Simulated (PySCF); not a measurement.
How the method changes the constants of NaLi

State: ¹Σ⁺ (singlet), closed shell. Set-up: basis Na pcseg-2, Li pcseg-2; no relativity; PySCF 2.14. De refers to Na + Li in their ground configurations, without counterpoise correction. A positive dipole means Na(−)Li(+).

```tsv
Level	Re (Å)	ωe (cm⁻¹)	De (eV)	μ (D)
RHF-MP2	2.912	261	0.56	n/a
RHF-SCS-MP2	2.910	260	0.65	n/a
RHF-CCSD	2.889	258	0.80	n/a
RHF-CCSD(T)	2.887	257	0.81	n/a
PBE	2.919	247	0.80	-0.21
PBEsol	2.922	247	0.82	-0.21
TPSS	2.962	244	0.90	-0.74
r²SCAN	2.947	250	0.67	-0.35
M06-L	2.949	277	0.99	-1.06
PBE0	2.919	254	0.75	-0.39
```

Problem. Which functional lies closest to RHF-CCSD(T) in De, which farthest, and by how much do they differ from it?

Solution. Closest is PBEsol (+3.5 pm in Re, -3.9 % in ωe, +0.01 eV in De against RHF-CCSD(T) in the same basis), farthest M06-L (+6.2 pm in Re, +7.8 % in ωe, +0.18 eV in De). CCSD(T) converges more slowly with the basis than the functionals do and binds too weakly in this one, so the order can change at the basis-set limit.

Problem. What does a quarter of exact exchange do here, going from PBE to PBE0?

Solution. PBE0 less PBE: +0.0 pm in Re, +2.8 % in ωe, -0.05 eV in De. Exact exchange removes part of the self-interaction that spreads semilocal densities, and in most molecules shortens and stiffens the bond and lowers De; so it does here.

Problem. What does the step from GGA to meta-GGA do here, going from PBE to r²SCAN?

Solution. r²SCAN less PBE: +2.8 pm in Re, +1.2 % in ωe, -0.13 eV in De. 

Correlated steps freeze 1 core orbital. Closed-shell solutions of metal pairs were not tested for spin polarisation, which can lower them a little. Where the molecule has an RHF reference, its open-shell atoms are computed with UHF.

The whole job (state search and all levels along the bond) took about 0.76 min on 1 thread of Arm Neoverse V1 (shared host), peak memory 0.38 GiB.
